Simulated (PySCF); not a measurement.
**How methods differ on the ionisation energy of Cl**

Cl [Ne] 3s2 3p5 (2P) → Cl⁺ [Ne] 3s2 3p4 (3P), as a difference of total energies. All numbers are calculated (PySCF 2.14, the spin-free X2C one-electron Hamiltonian (Gaussian nucleus), in aug-cc-pCVTZ-DK (8s7p5d3f, 75 functions)). Correlated levels: valence and next inner shell: 1s2 frozen. The calculations carry no spin-orbit coupling.

```json
{"method": "UHF", "ionisation energy (eV)": "11.752"}
{"method": "MP2 (valence and next inner shell)", "ionisation energy (eV)": "12.770"}
{"method": "SCS-MP2 (valence and next inner shell)", "ionisation energy (eV)": "12.765"}
{"method": "CCSD (valence and next inner shell)", "ionisation energy (eV)": "12.722"}
{"method": "CCSD(T) (valence and next inner shell)", "ionisation energy (eV)": "12.774"}
```

**Question.** How much does correlation contribute at CCSD(T) (valence and next inner shell)?

**Answer.** 12.774 − (11.752) = 1.022 eV, measured against UHF.

Errors of the correlated levels include the incompleteness of this basis and the frozen core.

For comparison: 12.974 eV (measured; NIST levels, between the centres of gravity of the two terms).
